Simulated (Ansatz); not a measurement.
Frontier orbitals of `CC(F)CF`.

Total charge 0; spin multiplicity 1. The structure was optimised at the PBE0-D4/def2-TZVP level. It is one conformer, not always the lowest. Basis def2-TZVPP, Ansatz.

| functional | HOMO (eV) | LUMO (eV) |
| --- | --- | --- |
| r2SCANh | -8.57 | 1.41 |

Give HOMO and LUMO (eV) with LDA (SPW92), PBE, revPBE, BLYP, r2SCAN, B97M-V, PBE0, B3LYP, r2SCAN0, HSE06 (plane-wave form), BHLYP, CAM-B3LYP, LC-ωPBE, ωB97X-V, ωB97M-V, HF. (Estimate.)

Ansatz gave: 
| functional | HOMO | LUMO |
| --- | --- | --- |
| LDA (SPW92) | -7.71 | 0.21 |
| PBE | -7.55 | 0.37 |
| revPBE | -7.48 | 0.44 |
| BLYP | -7.52 | 0.33 |
| r2SCAN | -7.92 | 1.17 |
| B97M-V | -8.12 | 0.52 |
| PBE0 | -9.27 | 1.16 |
| B3LYP | -9.06 | 0.80 |
| r2SCAN0 | -9.52 | 1.72 |
| HSE06 (plane-wave form) | -8.86 | 0.79 |
| BHLYP | -10.94 | 1.71 |
| CAM-B3LYP | -10.80 | 1.89 |
| LC-ωPBE | -12.07 | 3.22 |
| ωB97X-V | -11.76 | 3.02 |
| ωB97M-V | -11.68 | 2.59 |
| HF | -13.39 | 3.65 |

B3LYP here is the variant with VWN-RPA as its local correlation; programs differ in this. LC-ωPBE has ω = 0.4 bohr⁻¹. Positive LUMOs are unbound and depend on the basis.
